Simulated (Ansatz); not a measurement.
# [SiH$_{3}$···H···H], doublet: transfer scan

Starting geometry:

```xyz
6

Si   -0.0870    0.0000    0.0000
H    -0.5819    1.3997    0.0000
H    -0.5819   -0.6999    1.2122
H    -0.5819   -0.6999   -1.2122
H     1.3976    0.0000    0.0000
H     2.7730    0.0000    0.0000
```

From there H5 is moved from one fragment to the other while all else, the fragments' distance too, stays fixed, so the hump isn't the reaction's barrier; atoms are numbered as listed. Energies are in kJ/mol, counted from the starting geometry at the same level. Kohn–Sham curves are unrestricted where that lies lower.

Basis cc-pVDZ; Ansatz 0.2.0. Correlated methods freeze the noble-gas cores. Prefix R: restricted or restricted open-shell reference.

In so small a basis the reference is far from its limit while semilocal and hybrid functionals are nearer theirs (RPA and double hybrids share much of the reference's basis error), so the functionals' errors here hold much of the reference's basis and frozen-core error, which can add to them or hide them.

Full CI isn't at hand for all of this; RCCSDTQ serves as the reference, and is uncertain by about the last step of the cluster series.

```csv
distance Si1-H5 (Å),RCCSDTQ,PBE,r2SCAN,PBE0,B3LYP,CAM-B3LYP,wB97M-V,B2PLYP,RPA-PBE
1.485,0.0,0.0,0.0,0.0,0.0,0.0,0.0,0.0,0.0
1.575,1.0,-6.7,-4.5,-3.6,-3.9,-2.2,-1.5,-0.9,0.0
1.755,5.3,-14.3,-7.5,-6.1,-7.3,-2.2,-1.5,1.3,1.1
1.935,-17.3,-34.1,-27.0,-26.6,-27.9,-22.0,-23.2,-19.6,-22.2
2.115,-37.5,-41.0,-38.9,-39.0,-40.7,-35.4,-38.5,-36.8,-41.0
```
